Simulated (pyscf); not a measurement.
PySCF, gas phase, ωB97X-D3(BJ)/def2-SVP geometries. Correlated levels are frozen-core, on RHF or UHF. ΔMP2 is the change of the MP2 total energy from the triple- to the quadruple-zeta basis.

Task: How much does it cost (ΔH, 298 K, CCSD(T)/def2-TZVPP + ΔMP2(QZVPP)) to split H₂C=CH–SeH (SMILES C=C[SeH]) at its C–Se bond into •HC=CH₂ + SeH•?

Result: C–Se to •HC=CH₂ + SeH•: 77.3 kcal/mol. The radicals are drawn with the spin at the cut bond; how far it spreads was not checked. H₂C=CH–SeH lies 5.6 kcal/mol over its isomer cyclic C₂H₄Se (SMILES C1C[Se]1), and others may lie lower still (electronic energy, ωB97M-D3(BJ)). Other isomers of •HC=CH₂ were not searched in full and may lie lower. The CCSD(T) − MP2 part came from Ansatz, without density fitting, on the same reference. A UHF reference is spin-contaminated (<S²> up to 0.96), which harms MP2 most. The frozen core leaves the outer d or s,p core shells of the metals and heavy elements correlated in the MP2 and CC values, and def2-TZVPP describes them poorly, which can shift differences by a few kcal/mol. Left out: the spin-orbit lowering of SeH, which is large for Br, Se, Te and I. Elements up to Kr have no core potential and no relativistic terms here.
